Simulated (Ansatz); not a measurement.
# CH2F: the cost of one run

Computed with Ansatz 0.2.0 (the levels named in each step, unless a step's input says otherwise).

**1. The system as given**

Bond lengths: C1–F2 1.332 Å, C1–H3 1.071 Å, C1–H4 1.071 Å. Angles: F2–C1–H3 115.5°, F2–C1–H4 115.5°, H3–C1–H4 126.1°.

Coordinates:

```xyz
4

C    -0.7354    0.0243    0.0600
F     0.5928   -0.0196   -0.0314
H    -1.2368   -0.9142   -0.0602
H    -1.1735    0.9941   -0.0624
```

**2. A rough first relaxation, PBE-D4/def2-SVP**

This run stands in another session on the same molecule. It ended at:

```xyz
4

C    -0.7245    0.0241    0.0915
F     0.6069   -0.0201   -0.0388
H    -1.2498   -0.9311   -0.0722
H    -1.1854    1.0117   -0.0745
```

**3. Relaxation, PBE0-D4/def2-TZVPP**

This run stands in another session on the same molecule. It ended at:

```xyz
4

C    -0.7311    0.0243    0.0878
F     0.5925   -0.0197   -0.0388
H    -1.2388   -0.9169   -0.0704
H    -1.1754    0.9968   -0.0726
```

**4. Frequencies, PBE0-D4/def2-TZVPP**

input.yaml

```yaml
crystal:
  periodic: [false, false, false]
  atoms:
    - { symbol: C, position_ang: [-0.73114503, 0.02434688, 0.08778222] }
    - { symbol: F, position_ang: [0.59252834, -0.01967159, -0.03876534] }
    - { symbol: H, position_ang: [-1.23883278, -0.91690796, -0.07042391] }
    - { symbol: H, position_ang: [-1.17540054, 0.99678266, -0.07264298] }
magnetization:
  spin_polarized: true
  initial_magnetization: 1
basis:
  gaussian: { orbitals: def2-TZVPP }
hamiltonian:
  xc: pbe0
  dispersion: d4
phonons: {}
```

The run is started by

```sh
ansatz run input.yaml --threads 2 --pin off --max-ram 5120MiB --backend cpu --events-out ev --progress --plain --runs-dir out
```

What time and memory should one allow on 2 threads of AMD EPYC (Zen 3), shared host?

About 43 s, with a peak of 0.14 GiB.
